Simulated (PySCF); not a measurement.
An unknown shows these calculated signals:

¹H NMR (500 MHz, computed): δ 5.67 (s, 4H).

¹³C{¹H} NMR (computed): δ 189.3 (C), 103.8 (CH2).

[PySCF 2.14: structure optimised with PBE0-D3(BJ)/def2-SVP; σ from GIAO-PBE0/pcSseg-1; J: B3LYP/pcJ-1; fast rotation and ring inversion assumed for equivalent nuclei; gas phase; no relativistic terms; single conformer]

Scale: ¹H (σref 31.27) and ¹³C (σref 184.41) against TMS (reference shieldings calculated alike).

Which of these does the molecule contain: a non-aromatic C=C double bond, a nitrile, a carboxylic acid, an S-methyl group?

## Answers


- A non-aromatic C=C double bond: yes.
- A nitrile: no.
- A carboxylic acid: no.
- An S-methyl group: no.

The data belong to 1,2,3-butatriene (SMILES C(=C=C)=C); they needn't prove each group on their own.

Carbon signals by region: 1 in the far downfield region (above 160 ppm), 1 in the sp2 and nitrile region (100–160 ppm). Above 160 ppm: 189.3, central carbon of an allene.

Shifts are as computed. Against solution values, carbons near 30 ppm lie about +2 ppm off and those near 130 ppm about +5 ppm. Of 1211 compounds with measured shifts, 218 miss one by over three times the rms of a fit or turn the order of signals round; such compounds aren't used in these exercises.
